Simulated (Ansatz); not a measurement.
# How far each method lies from full CI for H2S, singlet

Geometry: a point of a bend scan, not a stationary point.

```xyz
3

S     0.0000    0.0000    0.0000
H     0.0000    0.0000    1.3412
H     0.0000    0.0000   -1.3412
```

Basis cc-pVDZ; Ansatz 0.2.0. Correlated methods freeze the noble-gas cores, which leaves 8 electrons in 23 orbitals. Prefix R: restricted or restricted open-shell reference. Active spaces: pair = (2e, 2o) about the gap; valence = (8e, 6o) chosen from the atoms' valence shells.

Full CI is exact within this basis and frozen core; it isn't the basis-set limit.

The UHF ⟨S²⟩ is 0.000. The T1 diagnostic (RCCSD) is 0.0098 and the largest doubles amplitude (RCCSD) is 0.081.

```csv
level,E − E(full CI) (kJ/mol),share of correlation (%),wall time
RHF,483.9,0.00,–
RMP2,71.3,85.26,–
CISD,36.7,92.41,0.33 s
RCCSD,12.3,97.46,–
RCCSD(T),2.4,99.51,0.27 s
BCCD(T),2.5,99.49,0.24 s
RCCSDT,1.4,99.71,–
RCCSDT(Q),0.2,99.97,0.48 s
RCCSDTQ,0.1,99.99,7 s
CASSCF (pair space),441.4,8.78,–
NEVPT2 (pair space),65.5,86.46,0.3 s
CASSCF (valence space),391.2,19.15,–
NEVPT2 (valence space),78.9,83.69,0.27 s
MRCISD (valence space),23.4,95.16,–
MRCISD+Q (valence space),-0.8,100.17,0.48 s
```

The correlation energy at full CI, counted from RHF, is -5.015 eV. That run took 44 s on 1 thread of INTEL XEON PLATINUM 8581C, shared host over 9,802,897 determinants.

Times hold each run's SCF and search for its determinant on a shared host, so for small cases they say little of a method's own cost; they ran on 1 thread of INTEL XEON PLATINUM 8581C. Some runs computed forces too.

More than 5 meV below full CI, which no variational method can be: MRCISD+Q (valence space).

The full-CI state has the irrep Ag of D2h, in the program's axes (one component, if the state is degenerate).

Natural occupations of full CI about the gap: 1.974 1.943 1.937 1.937 0.079 0.019 0.019 0.016 0.016 0.016; effectively unpaired electrons, Σ n²(2−n)², 0.07.
